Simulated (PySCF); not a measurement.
Compound: CHCl (triplet state).
Z-matrix (Å and degrees, PBE0-D3(BJ)/def2-SVP geometry), rows numbered from 1:
```
C 
Cl  1  1.6617
H   1  1.0945  2  126.80
```

As a line formula: `[CH]Cl` [triplet].

The calculation used UKS B3LYP, IGLO-III on C Cl, pcH-1 on H, non-relativistic, mean-field spin-orbit, GIAO in PySCF 2.14.0. Isolated species at its PBE0-D3(BJ)/def2-SVP geometry, gas phase. This triplet need not be the ground state; the singlet was not compared here.

Principal values of hyperfine tensors in MHz (contact, dipolar and spin–orbit terms together), for some of the nuclei:

```csv
atom,isotope,A1,A2,A3
C1,13C,250.97,342.52,377.40
H3,1H,24.46,34.61,83.48
```

Task: Give the isotropic coupling of each nucleus in MHz and in mT (g = 2.0043), and the anisotropic part.

Result: a_iso = (A1 + A2 + A3)/3, Ti = Ai − a_iso; 1 mT corresponds to 28.052 MHz. The tensors hold a spin–orbit part: the run splits a_iso into a_FC + a_SO, and T includes its anisotropic share.

```csv
atom,a_iso (MHz),a_FC,a_SO,a_iso (mT),T1,T2,T3
C1,323.63,323.45,0.18,11.537,-72.66,18.89,53.77
H3,47.52,47.47,0.04,1.694,-23.06,-12.91,35.97
```

Task: What spin density at the nucleus of H3 lies behind its contact coupling (g_N = 5.58569)?

Result: a_FC = (2μ0/3) gₑ μB g_N μN ρ(0)/(2S·h) = 800.24 MHz × g_N × ρ(0)/(2S), with ρ in bohr⁻³. With a_FC = 47.47 MHz and 2S = 2, ρ(0) = 0.02124 bohr⁻³. In magnitude that is 6.7 % of the 1/π = 0.318 of a free hydrogen atom.

Task: Cl2 (35Cl, g_N = 0.54792) isn't in the table. Its spin density at the nucleus is 0.0621 bohr⁻³. What is its contact coupling?

Result: By the same relation, a_FC = 13.61 MHz. The spin–orbit term adds -0.20 MHz. Its full tensor has the principal values -20.37, 25.87, 34.74 MHz.

Task: Which nucleus of the table has the largest anisotropic coupling, and what is its form?

Result: C1: -72.7, 18.9, 53.8 MHz (the dipolar term alone has -71.9, 18.5, 53.4), rhombic: the two smaller values differ by 48 % of the largest.
